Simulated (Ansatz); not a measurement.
## Molecular dynamics of ClFH₂Si

Input file:

```yaml
crystal:
  periodic: [false, false, false]
  atoms:
    - { symbol: Si, position_ang: [-0.5438, -0.9111, 0.3937] }
    - { symbol: F, position_ang: [1.0248, -0.4533, -0.7573] }
    - { symbol: H, position_ang: [0.7411, 0.4116, 0.0282] }
    - { symbol: H, position_ang: [-1.3898, -0.3521, -0.6754] }
    - { symbol: Cl, position_ang: [0.1677, 1.3048, 1.0108] }
magnetization:
  spin_polarized: true
basis:
  gaussian: { orbitals: def2-SVP }
hamiltonian:
  xc: pbe0
md:
  timestep: 0.5
  n_steps: 150
  ensemble: nve
  temperature: 300.0
  initial_velocities: maxwell_boltzmann
  seed: 145415
```

Launched with:

```bash
$ ansatz run input.yaml --threads 1 --pin off --max-ram 2048MiB --backend cpu --events-out ev --progress --plain --runs-dir out
```

It starts from a rough guess of a transition structure, not a stationary point.

Output, in part (one step line in 2, the closing report, with atoms numbered from 0):

```
md step     0: t =     0.00 fs  T =   300.0 K  F+E_penalty+E_count = -23130.20325767 eV  E_kin = 0.116334 eV  conserved = -23130.08692368 eV  (29 SCF iters)
md step     2: t =     1.00 fs  T =   264.6 K  F+E_penalty+E_count = -23130.18925188 eV  E_kin = 0.102607 eV  conserved = -23130.08664511 eV  (30 SCF iters)
md step     4: t =     2.00 fs  T =   370.0 K  F+E_penalty+E_count = -23130.23014030 eV  E_kin = 0.143473 eV  conserved = -23130.08666685 eV  (30 SCF iters)
md step     6: t =     3.00 fs  T =   609.7 K  F+E_penalty+E_count = -23130.32353464 eV  E_kin = 0.236411 eV  conserved = -23130.08712372 eV  (31 SCF iters)
md step     8: t =     4.00 fs  T =   911.6 K  F+E_penalty+E_count = -23130.44124681 eV  E_kin = 0.353483 eV  conserved = -23130.08776370 eV  (28 SCF iters)
md step    10: t =     5.00 fs  T =  1174.7 K  F+E_penalty+E_count = -23130.54373705 eV  E_kin = 0.455542 eV  conserved = -23130.08819474 eV  (27 SCF iters)
md step    12: t =     6.00 fs  T =  1326.7 K  F+E_penalty+E_count = -23130.60272686 eV  E_kin = 0.514477 eV  conserved = -23130.08824992 eV  (27 SCF iters)
md step    14: t =     7.00 fs  T =  1350.9 K  F+E_penalty+E_count = -23130.61186441 eV  E_kin = 0.523857 eV  conserved = -23130.08800734 eV  (28 SCF iters)
md step    16: t =     8.00 fs  T =  1277.0 K  F+E_penalty+E_count = -23130.58285883 eV  E_kin = 0.495210 eV  conserved = -23130.08764841 eV  (28 SCF iters)
md step    18: t =     9.00 fs  T =  1154.4 K  F+E_penalty+E_count = -23130.53500934 eV  E_kin = 0.447653 eV  conserved = -23130.08735635 eV  (28 SCF iters)
md step    20: t =    10.00 fs  T =  1026.0 K  F+E_penalty+E_count = -23130.48505634 eV  E_kin = 0.397858 eV  conserved = -23130.08719789 eV  (29 SCF iters)
md step    22: t =    11.00 fs  T =   918.6 K  F+E_penalty+E_count = -23130.44334236 eV  E_kin = 0.356227 eV  conserved = -23130.08711518 eV  (26 SCF iters)
md step    24: t =    12.00 fs  T =   847.9 K  F+E_penalty+E_count = -23130.41588943 eV  E_kin = 0.328790 eV  conserved = -23130.08709943 eV  (27 SCF iters)
md step    26: t =    13.00 fs  T =   817.5 K  F+E_penalty+E_count = -23130.40423433 eV  E_kin = 0.317023 eV  conserved = -23130.08721171 eV  (27 SCF iters)
md step    28: t =    14.00 fs  T =   809.2 K  F+E_penalty+E_count = -23130.40124053 eV  E_kin = 0.313775 eV  conserved = -23130.08746549 eV  (27 SCF iters)
md step    30: t =    15.00 fs  T =   784.0 K  F+E_penalty+E_count = -23130.39167168 eV  E_kin = 0.304028 eV  conserved = -23130.08764413 eV  (26 SCF iters)
md step    32: t =    16.00 fs  T =   717.6 K  F+E_penalty+E_count = -23130.36571036 eV  E_kin = 0.278279 eV  conserved = -23130.08743172 eV  (27 SCF iters)
md step    34: t =    17.00 fs  T =   642.8 K  F+E_penalty+E_count = -23130.33619288 eV  E_kin = 0.249261 eV  conserved = -23130.08693216 eV  (28 SCF iters)
md step    36: t =    18.00 fs  T =   629.5 K  F+E_penalty+E_count = -23130.33088224 eV  E_kin = 0.244110 eV  conserved = -23130.08677261 eV  (27 SCF iters)
md step    38: t =    19.00 fs  T =   701.2 K  F+E_penalty+E_count = -23130.35899606 eV  E_kin = 0.271895 eV  conserved = -23130.08710103 eV  (27 SCF iters)
md step    40: t =    20.00 fs  T =   812.4 K  F+E_penalty+E_count = -23130.40246367 eV  E_kin = 0.315035 eV  conserved = -23130.08742853 eV  (27 SCF iters)
md step    42: t =    21.00 fs  T =   913.1 K  F+E_penalty+E_count = -23130.44157419 eV  E_kin = 0.354074 eV  conserved = -23130.08750005 eV  (28 SCF iters)
md step    44: t =    22.00 fs  T =   987.8 K  F+E_penalty+E_count = -23130.47048964 eV  E_kin = 0.383037 eV  conserved = -23130.08745255 eV  (27 SCF iters)
md step    46: t =    23.00 fs  T =  1039.9 K  F+E_penalty+E_count = -23130.49069617 eV  E_kin = 0.403263 eV  conserved = -23130.08743297 eV  (27 SCF iters)
md step    48: t =    24.00 fs  T =  1072.2 K  F+E_penalty+E_count = -23130.50313992 eV  E_kin = 0.415770 eV  conserved = -23130.08736979 eV  (27 SCF iters)
md step    50: t =    25.00 fs  T =  1095.9 K  F+E_penalty+E_count = -23130.51211936 eV  E_kin = 0.424973 eV  conserved = -23130.08714593 eV  (27 SCF iters)
md step    52: t =    26.00 fs  T =  1143.6 K  F+E_penalty+E_count = -23130.53042915 eV  E_kin = 0.443450 eV  conserved = -23130.08697965 eV  (28 SCF iters)
md step    54: t =    27.00 fs  T =  1237.3 K  F+E_penalty+E_count = -23130.56695990 eV  E_kin = 0.479818 eV  conserved = -23130.08714153 eV  (27 SCF iters)
md step    56: t =    28.00 fs  T =  1356.0 K  F+E_penalty+E_count = -23130.61324293 eV  E_kin = 0.525848 eV  conserved = -23130.08739509 eV  (27 SCF iters)
md step    58: t =    29.00 fs  T =  1465.2 K  F+E_penalty+E_count = -23130.65566776 eV  E_kin = 0.568188 eV  conserved = -23130.08747977 eV  (27 SCF iters)
md step    60: t =    30.00 fs  T =  1552.0 K  F+E_penalty+E_count = -23130.68934160 eV  E_kin = 0.601821 eV  conserved = -23130.08752054 eV  (28 SCF iters)
md step    62: t =    31.00 fs  T =  1610.7 K  F+E_penalty+E_count = -23130.71225684 eV  E_kin = 0.624610 eV  conserved = -23130.08764637 eV  (27 SCF iters)
md step    64: t =    32.00 fs  T =  1624.4 K  F+E_penalty+E_count = -23130.71766457 eV  E_kin = 0.629906 eV  conserved = -23130.08775868 eV  (27 SCF iters)
md step    66: t =    33.00 fs  T =  1579.6 K  F+E_penalty+E_count = -23130.70015255 eV  E_kin = 0.612545 eV  conserved = -23130.08760781 eV  (31 SCF iters)
md step    68: t =    34.00 fs  T =  1500.6 K  F+E_penalty+E_count = -23130.66910114 eV  E_kin = 0.581908 eV  conserved = -23130.08719324 eV  (31 SCF iters)
md step    70: t =    35.00 fs  T =  1445.8 K  F+E_penalty+E_count = -23130.64761288 eV  E_kin = 0.560640 eV  conserved = -23130.08697263 eV  (31 SCF iters)
md step    72: t =    36.00 fs  T =  1444.9 K  F+E_penalty+E_count = -23130.64755357 eV  E_kin = 0.560295 eV  conserved = -23130.08725825 eV  (30 SCF iters)
md step    74: t =    37.00 fs  T =  1458.8 K  F+E_penalty+E_count = -23130.65335012 eV  E_kin = 0.565679 eV  conserved = -23130.08767098 eV  (31 SCF iters)
md step    76: t =    38.00 fs  T =  1428.5 K  F+E_penalty+E_count = -23130.64172793 eV  E_kin = 0.553961 eV  conserved = -23130.08776715 eV  (30 SCF iters)
md step    78: t =    39.00 fs  T =  1337.8 K  F+E_penalty+E_count = -23130.60636999 eV  E_kin = 0.518791 eV  conserved = -23130.08757932 eV  (30 SCF iters)
md step    80: t =    40.00 fs  T =  1212.2 K  F+E_penalty+E_count = -23130.55744784 eV  E_kin = 0.470083 eV  conserved = -23130.08736505 eV  (30 SCF iters)
md step    82: t =    41.00 fs  T =  1083.3 K  F+E_penalty+E_count = -23130.50735877 eV  E_kin = 0.420095 eV  conserved = -23130.08726374 eV  (30 SCF iters)
md step    84: t =    42.00 fs  T =   968.3 K  F+E_penalty+E_count = -23130.46268703 eV  E_kin = 0.375497 eV  conserved = -23130.08719053 eV  (31 SCF iters)
md step    86: t =    43.00 fs  T =   882.1 K  F+E_penalty+E_count = -23130.42904415 eV  E_kin = 0.342045 eV  conserved = -23130.08699912 eV  (31 SCF iters)
md step    88: t =    44.00 fs  T =   853.8 K  F+E_penalty+E_count = -23130.41796660 eV  E_kin = 0.331106 eV  conserved = -23130.08686081 eV  (28 SCF iters)
md step    90: t =    45.00 fs  T =   901.1 K  F+E_penalty+E_count = -23130.43650779 eV  E_kin = 0.349427 eV  conserved = -23130.08708063 eV  (31 SCF iters)
md step    92: t =    46.00 fs  T =   991.3 K  F+E_penalty+E_count = -23130.47183887 eV  E_kin = 0.384392 eV  conserved = -23130.08744730 eV  (30 SCF iters)
md step    94: t =    47.00 fs  T =  1070.5 K  F+E_penalty+E_count = -23130.50272259 eV  E_kin = 0.415114 eV  conserved = -23130.08760809 eV  (31 SCF iters)
md step    96: t =    48.00 fs  T =  1113.2 K  F+E_penalty+E_count = -23130.51928437 eV  E_kin = 0.431690 eV  conserved = -23130.08759416 eV  (31 SCF iters)
md step    98: t =    49.00 fs  T =  1122.5 K  F+E_penalty+E_count = -23130.52283664 eV  E_kin = 0.435302 eV  conserved = -23130.08753442 eV  (31 SCF iters)
md step   100: t =    50.00 fs  T =  1111.1 K  F+E_penalty+E_count = -23130.51828045 eV  E_kin = 0.430870 eV  conserved = -23130.08741039 eV  (30 SCF iters)
md step   102: t =    51.00 fs  T =  1101.0 K  F+E_penalty+E_count = -23130.51408446 eV  E_kin = 0.426930 eV  conserved = -23130.08715400 eV  (31 SCF iters)
md step   104: t =    52.00 fs  T =  1130.4 K  F+E_penalty+E_count = -23130.52525509 eV  E_kin = 0.438357 eV  conserved = -23130.08689840 eV  (31 SCF iters)
md step   106: t =    53.00 fs  T =  1231.7 K  F+E_penalty+E_count = -23130.56466752 eV  E_kin = 0.477611 eV  conserved = -23130.08705676 eV  (31 SCF iters)
md step   108: t =    54.00 fs  T =  1376.3 K  F+E_penalty+E_count = -23130.62131686 eV  E_kin = 0.533685 eV  conserved = -23130.08763164 eV  (31 SCF iters)
md step   110: t =    55.00 fs  T =  1481.4 K  F+E_penalty+E_count = -23130.66238049 eV  E_kin = 0.574447 eV  conserved = -23130.08793314 eV  (31 SCF iters)
md step   112: t =    56.00 fs  T =  1501.7 K  F+E_penalty+E_count = -23130.67002891 eV  E_kin = 0.582323 eV  conserved = -23130.08770553 eV  (30 SCF iters)
md step   114: t =    57.00 fs  T =  1466.9 K  F+E_penalty+E_count = -23130.65621294 eV  E_kin = 0.568838 eV  conserved = -23130.08737540 eV  (31 SCF iters)
md step   116: t =    58.00 fs  T =  1424.5 K  F+E_penalty+E_count = -23130.63968682 eV  E_kin = 0.552394 eV  conserved = -23130.08729317 eV  (32 SCF iters)
md step   118: t =    59.00 fs  T =  1387.5 K  F+E_penalty+E_count = -23130.62539937 eV  E_kin = 0.538049 eV  conserved = -23130.08735070 eV  (32 SCF iters)
md step   120: t =    60.00 fs  T =  1349.3 K  F+E_penalty+E_count = -23130.61043753 eV  E_kin = 0.523228 eV  conserved = -23130.08720982 eV  (32 SCF iters)
md step   122: t =    61.00 fs  T =  1327.7 K  F+E_penalty+E_count = -23130.60187709 eV  E_kin = 0.514865 eV  conserved = -23130.08701242 eV  (32 SCF iters)
md step   124: t =    62.00 fs  T =  1344.4 K  F+E_penalty+E_count = -23130.60856212 eV  E_kin = 0.521317 eV  conserved = -23130.08724470 eV  (32 SCF iters)
md step   126: t =    63.00 fs  T =  1366.4 K  F+E_penalty+E_count = -23130.61749177 eV  E_kin = 0.529869 eV  conserved = -23130.08762302 eV  (33 SCF iters)
md step   128: t =    64.00 fs  T =  1341.8 K  F+E_penalty+E_count = -23130.60800208 eV  E_kin = 0.520323 eV  conserved = -23130.08767951 eV  (34 SCF iters)
md step   130: t =    65.00 fs  T =  1261.2 K  F+E_penalty+E_count = -23130.57661547 eV  E_kin = 0.489060 eV  conserved = -23130.08755589 eV  (34 SCF iters)
md step   132: t =    66.00 fs  T =  1144.0 K  F+E_penalty+E_count = -23130.53108265 eV  E_kin = 0.443615 eV  conserved = -23130.08746785 eV  (41 SCF iters)
md step   134: t =    67.00 fs  T =  1006.9 K  F+E_penalty+E_count = -23130.47780030 eV  E_kin = 0.390451 eV  conserved = -23130.08734916 eV  (35 SCF iters)
md step   136: t =    68.00 fs  T =   871.6 K  F+E_penalty+E_count = -23130.42504483 eV  E_kin = 0.338000 eV  conserved = -23130.08704470 eV  (35 SCF iters)
md step   138: t =    69.00 fs  T =   783.2 K  F+E_penalty+E_count = -23130.39054042 eV  E_kin = 0.303724 eV  conserved = -23130.08681648 eV  (30 SCF iters)
md step   140: t =    70.00 fs  T =   769.7 K  F+E_penalty+E_count = -23130.38562596 eV  E_kin = 0.298470 eV  conserved = -23130.08715613 eV  (29 SCF iters)
md step   142: t =    71.00 fs  T =   781.9 K  F+E_penalty+E_count = -23130.39084174 eV  E_kin = 0.303199 eV  conserved = -23130.08764245 eV  (37 SCF iters)
md step   144: t =    72.00 fs  T =   749.9 K  F+E_penalty+E_count = -23130.37840617 eV  E_kin = 0.290795 eV  conserved = -23130.08761073 eV  (36 SCF iters)
md step   146: t =    73.00 fs  T =   672.5 K  F+E_penalty+E_count = -23130.34805736 eV  E_kin = 0.260770 eV  conserved = -23130.08728726 eV  (30 SCF iters)
md step   148: t =    74.00 fs  T =   592.9 K  F+E_penalty+E_count = -23130.31708232 eV  E_kin = 0.229931 eV  conserved = -23130.08715176 eV  (31 SCF iters)
md step   150: t =    75.00 fs  T =   531.9 K  F+E_penalty+E_count = -23130.29349708 eV  E_kin = 0.206268 eV  conserved = -23130.08722906 eV  (41 SCF iters)
Total energy: -23130.29351900 eV, -850.0226085473 hartree
Atom 0 at    -0.681955    -0.765179     0.598512 Å, force     0.340276     1.243953    -0.431198 eV/Å
Atom 1 at     1.411674    -0.655646    -1.217896 Å, force     0.123154     0.034893    -0.038232 eV/Å
Atom 2 at     2.098456    -0.049093    -1.379892 Å, force    -0.362000    -0.131851     0.208495 eV/Å
Atom 3 at    -1.532053    -0.583125    -0.783344 Å, force     0.650139     0.367700     0.956120 eV/Å
Atom 4 at     0.035267     1.317305     1.138489 Å, force    -0.751569    -1.514696    -0.695185 eV/Å
Dipole moment:     0.253903    -0.118660    -0.313240 e Å
```

The run went to its last step. The conserved energy stayed within 0.27 meV per atom of its start (net change -0.061 meV per atom), so the integration is sound. The system heated up, since it started high on the potential surface and ran downhill. A run of 0.075 ps of so small a system gives no equilibrium averages. The orbitals stay closed-shell, which can raise the energy where a bond breaks towards radicals; this wasn't checked here.

The step under study would form F2–H3 and break Si1–F2, Si1–H3. These pairs go: F2–H3 1.20 → 0.93 Å, Si1–F2 2.00 → 2.77 Å, Si1–H3 1.88 → 3.49 Å. In the last frame they stand as after the step (other bonds may differ from the relaxed reactants and products). Also parted: H3–Cl5 1.45 → 3.53 Å. It ends as ClHSi + FH. Pairs count as bonded within 1.25 times the sum of covalent radii (0.12 Å more for H–H).

Last frame:

```xyz
5
Properties=species:S:1:pos:R:3
Si -0.682 -0.765 0.599
F 1.412 -0.656 -1.218
H 2.099 -0.049 -1.380
H -1.532 -0.583 -0.783
Cl 0.035 1.317 1.139
```

Run time: 6.3 min on 1 thread of Arm Neoverse V1, with other jobs on the host, peak memory 0.14 GiB.
